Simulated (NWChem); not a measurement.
# Correlation energy of ammonia (H$_{3}$N)

```xyz
4

N      0.0016     0.1283     0.0000
H     -0.4728    -0.2934     0.8124
H     -0.4728    -0.2934    -0.8124
H      0.9343    -0.3110     0.0000
```
Charge 0, spin multiplicity 1.

All runs are NWChem calculations. All single points use one geometry, from PBE/def2-SVP, a minimum by its harmonic frequencies.

Basis set: cc-pVTZ. Each correlation energy counts from its own Hartree-Fock reference.

The correlated methods keep 1 core orbital frozen. Coupled-cluster values serve here as a point of comparison, not as the truth.

Question: For the correlation energy, RI-MP2 gives -236.5 mHa and MP2 gives -236.6 mHa. What do SCS-MP2, CR-CCSD[T], CR-CCSD(T) give?

Answer: SCS-MP2: -238.6 mHa; CR-CCSD[T]: -256.1 mHa; CR-CCSD(T): -255.9 mHa.
